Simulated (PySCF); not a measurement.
Compound: BCl (singlet state).
Atom-mapped SMILES: `[B:1][Cl:2]`

Computed with PySCF at wB97X-D/pcSseg-2, non-relativistic, on one gas-phase PBE0-D3(BJ)/def2-TZVP geometry that isn't relaxed in the solvent. The solvent is an IEF-PCM continuum (van der Waals radii × 1.2). Specific hydrogen bonds and non-electrostatic terms are outside this model.

Gas phase at wB97X-D/pcSseg-2: HOMO -9.43 eV, LUMO -0.06 eV, dipole 1.55 D.

What does the continuum do to the energy, the frontier levels and the dipole at wB97X-D/pcSseg-2 in chloroform?

```csv
solvent,ε,E(solvent) − E(gas) (kcal/mol),polarisation term (kcal/mol),distortion of the solute (kcal/mol),HOMO (eV),LUMO (eV),dipole (D)
chloroform,4.711,-1.07,-1.21,0.14,-9.45,-0.01,1.86
```

The polarisation term is half the interaction of the solute with the surface charges that it induces; the rest is the cost of distorting the solute's density. The sum is the electrostatic part of solvation alone.

Which radius a makes the point-dipole formula ΔE = −[(ε − 1)/(2ε + 1)]·μ²/a³ give the value in chloroform, with the gas-phase dipole?

μ = 0.611 au and |ΔE| = 0.00170 Eh give a = 2.26 Å; the farthest nucleus lies 0.86 Å from the centroid of the nuclei. The formula assumes a rigid point dipole at the centre of a sphere.

The pairwise dispersion term of wB97X-D wasn't added to the energies; at a given geometry it leaves orbitals and properties as they are.
